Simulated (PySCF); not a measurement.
# Calculated properties of ethylidenecyclopropane, `CC=C1CC1`

Species: ethylidenecyclopropane, C5H8.
Structure used (PBE0-D3(BJ)/def2-SVP), in Å, numbered top down from 1:
```
atom  x, y, z in Å
C1     2.1471    0.2239    0.1156
C2     0.9324   -0.6413    0.0261
C3    -0.3142   -0.1905   -0.0044
C4    -1.7460   -0.4715   -0.0758
C5    -1.2179    0.9604    0.0108
H6     2.8158    0.0650   -0.7472
H7     2.7393   -0.0105    1.0163
H8     1.8778    1.2893    0.1498
H9     1.0908   -1.7261   -0.0168
H10   -2.1745   -0.8023   -1.0289
H11   -2.2498   -0.8858    0.8050
H12   -1.3669    1.5059    0.9497
H13   -1.2920    1.5889   -0.8842
```

Some functional groups and rings: C=C double bond and cyclopropane ring.

**PBE0-D3(BJ)/def2-SVP geometry optimisation, gas phase (PySCF)**

```yaml
Point_group: Cs
Rotational_constants_A_B_C: 14.226, 3.150, 2.717 GHz
```

From wB97X-D/def2-SVPD ground state and vertical TDDFT (core frozen in the response) (PySCF):

```yaml
Dipole_moment: 0.14 D
HOMO_energy: -8.79 eV
LUMO_energy: 2.15 eV
HOMO–LUMO_gap: 10.94 eV
Lowest_singlet_excitation: 6.94 eV (179 nm, f = 0.000)
Strongest_line_among_the_6_lowest_singlet_transitions: S3 at 7.10 eV (175 nm, f = 0.540)
Static_isotropic_polarisability: 62.1 au
Electronic_spatial_extent_⟨r²⟩_about_the_centre_of_nuclear_charge: 498 bohr²
```

Monoisotopic mass from the formula: 68.0626 u.

The polarisability is 9.20 Å³ as a volume (1 au = 0.148185 Å³), or 1.63 au for each of the 38 electrons. S1 lies 4.00 eV below the HOMO–LUMO gap; its leading configuration is HOMO−1→LUMO, weight 0.97. The rotational constants make it an asymmetric top with κ = (2B − A − C)/(A − C) = -0.92, nearer the prolate limit (−1). No computed singlet falls in the visible range (750 to 380 nm, 1.65 to 3.26 eV); S1 lies 3.68 eV above its blue end. The 6 singlets span 6.94 to 7.99 eV, and their oscillator strengths add up to 0.57.

